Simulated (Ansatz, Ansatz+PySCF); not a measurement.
```xyz
6

C    -0.0174    0.0168   -0.6425
O    -0.0400   -0.0384    0.7607
H    -0.0123   -1.0215   -1.0222
H    -0.8763    0.4428   -1.0348
H     0.9009    0.4674   -1.1247
H    -0.0135    0.8745    1.1048
```

RHF on singlet CH₄O was run in several spherical basis sets with Ansatz (development build ahead of 0.2.0).

Rank the basis sets by the total energy that they give, lowest first, with the distance from the lowest.
A. def2-SVP
B. def2-TZVP
C. 6-31G
D. 6-31G(d)
E. cc-pVTZ
F. aug-cc-pVDZ
G. STO-3G
H. cc-pVDZ

B (0.00 eV), E (0.08 eV), F (0.84 eV), H (1.17 eV), D (1.59 eV), C (2.88 eV), A (3.76 eV), G (42.05 eV).

Totals follow the description of the cores as much as that of the bonds, so this order isn't one of quality for chemistry.
